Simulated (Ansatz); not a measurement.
Process, species as SMILES: [CH]=O (CH-O) → C atom + H atom + O atom
B3LYP-D3(BJ)/def2-TZVP geometries, fixed; electronic energies without zero-point terms.

How fast the atomisation energy converges with the basis for several methods (Ansatz, a first-principles code): deviation from each method's own reference, in kcal/mol. References: CCSD(T) 278.14 kcal/mol, Hartree-Fock in aug-cc-pVQZ plus the correlation part extrapolated as X^-3 from aug-cc-pVTZ and aug-cc-pVQZ; HF 183.48 kcal/mol, the value in aug-pcseg-3; MP2 289.54 kcal/mol, Hartree-Fock in aug-cc-pVQZ plus the correlation part extrapolated as X^-3 from aug-cc-pVTZ and aug-cc-pVQZ; PBE 295.30 kcal/mol, the value in pcseg-4; PBE0 280.91 kcal/mol, the value in pcseg-4; wB97M-V 280.40 kcal/mol, the value in pcseg-4. Cartesian d functions, on some or all atoms, in 6-31G**; all else is spherical. In correlated methods cores are frozen. Open shells are unrestricted. No added dispersion term, no relativity. Functionals ending in -V hold VV10 correlation. 

```json
[
 {"basis": "3-21G", "functions": "20", "CCSD(T)": "-54.18", "HF": "-38.03", "MP2": "-61.63", "PBE": "-19.10", "PBE0": "-24.74", "wB97M-V": "-22.42"},
 {"basis": "6-31G", "functions": "20", "CCSD(T)": "-57.82", "HF": "-39.98", "MP2": "-62.99", "PBE": "-24.50", "PBE0": "-29.09", "wB97M-V": "-27.68"},
 {"basis": "pcseg-0", "functions": "20", "CCSD(T)": "-58.62", "HF": "-41.11", "MP2": "-64.18", "PBE": "-26.34", "PBE0": "-30.93", "wB97M-V": "-30.41"},
 {"basis": "pcseg-1", "functions": "33", "CCSD(T)": "-19.44", "HF": "-3.64", "MP2": "-20.27", "PBE": "-3.87", "PBE0": "-3.95", "wB97M-V": "-3.96"},
 {"basis": "def2-SVP", "functions": "33", "CCSD(T)": "-12.82", "HF": "1.35", "MP2": "-14.97", "PBE": "3.04", "PBE0": "2.31", "wB97M-V": "4.15"},
 {"basis": "6-31G**", "functions": "35", "CCSD(T)": "-19.06", "HF": "-3.99", "MP2": "-20.44", "PBE": "-0.60", "PBE0": "-1.84", "wB97M-V": "0.29"},
 {"basis": "def2-SVPD", "functions": "51", "CCSD(T)": "-11.68", "HF": "3.14", "MP2": "-11.99", "PBE": "2.61", "PBE0": "2.69", "wB97M-V": "4.22"},
 {"basis": "aug-pcseg-1", "functions": "55", "CCSD(T)": "-15.33", "HF": "0.23", "MP2": "-14.94", "PBE": "-2.01", "PBE0": "-1.19", "wB97M-V": "-1.91"},
 {"basis": "def2-TZVPP", "functions": "76", "CCSD(T)": "-8.14", "HF": "-1.25", "MP2": "-8.37", "PBE": "-0.20", "PBE0": "-0.50", "wB97M-V": "-0.38"},
 {"basis": "jun-cc-pV(T+d)Z", "functions": "92", "CCSD(T)": "-8.21", "HF": "-1.38", "MP2": "-8.33", "PBE": "-0.86", "PBE0": "-0.93", "wB97M-V": "-1.12"},
 {"basis": "pcseg-3", "functions": "153", "CCSD(T)": "-2.38", "HF": "0.00", "MP2": "-2.29", "PBE": "0.03", "PBE0": "0.07", "wB97M-V": "-0.03"},
 {"basis": "aug-cc-pVQZ", "functions": "206", "CCSD(T)": "-2.75", "HF": "-0.62", "MP2": "-2.77", "PBE": "0.09", "PBE0": "-0.04", "wB97M-V": "-0.25"}
]
```

Mean absolute deviation over def2-TZVPP, jun-cc-pV(T+d)Z: PBE 0.53, PBE0 0.71, wB97M-V 0.75, HF 1.31, CCSD(T) 8.17, MP2 8.35 kcal/mol.
